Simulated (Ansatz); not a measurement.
`OC(F)CF` + HCl → `OC(F)Cl` + `CF` at 500 K and 1 bar (substitution at a C–C bond).

Gas-phase electronic energies from Ansatz, PBE0-D4/def2-TZVP geometries. CCSD(T)/CBS is the MP2 limit (def2-TZVPP, def2-QZVPP) plus CCSD(T) − MP2 in def2-TZVPP, frozen cores. This one scheme is used for every species. One conformer a species, not always the lowest.

```csv
species,CCSD(T)/CBS energy (Eh),H − E (kJ/mol),S (J/(mol·K))
`OC(F)CF`,-353.25935,209.7,352.9
HCl,-460.38127,32.5,201.9
`OC(F)Cl`,-673.99326,122.5,324.0
`CF`,-139.63461,122.2,244.8
```

H − E and S are ideal-gas, rigid-rotor, harmonic terms from PBE0-D4/def2-TZVP, for one conformer and one mirror image of each species. 1 Eh = 2625.50 kJ/mol, R = 8.31446 J/(mol·K).

Q: By hand: ΔE, ΔH, ΔS and ΔG.

A: ΔE = (-673.99326) + (-139.63461) − (-353.25935) − (-460.38127) = 0.01275 Eh = 33.5 kJ/mol. Δ(H − E) = 122.5 + 122.2 − 209.7 − 32.5 = 2.5, so ΔH = 36.0 kJ/mol. ΔS = 324.0 + 244.8 − 352.9 − 201.9 = 14.0 J/(mol·K). ΔG = 36.0 − 500 × (14.0)/1000 = 29.0 kJ/mol.

Q: By hand: the equilibrium constant, and the temperature at which ΔG would vanish if ΔH and ΔS stayed fixed.

A: log₁₀ K = −ΔG/(RT ln 10) = -3.0. ΔG = 0 at ΔH/ΔS = 2571 K, far beyond where these terms or the molecules hold.

The number of gas molecules stays the same, so ΔS is small and ΔH decides. A doubt of 5 kJ/mol in ΔE shifts log₁₀ K by 0.5 here. Other conformers and mirror images would add mixing entropy, several J/(mol·K) or more a flexible species. These are equilibria of isolated gas molecules and say nothing of rates. Largest T1 diagnostic: 0.011 (customary marks: 0.02 for closed shells, 0.045 for open ones).
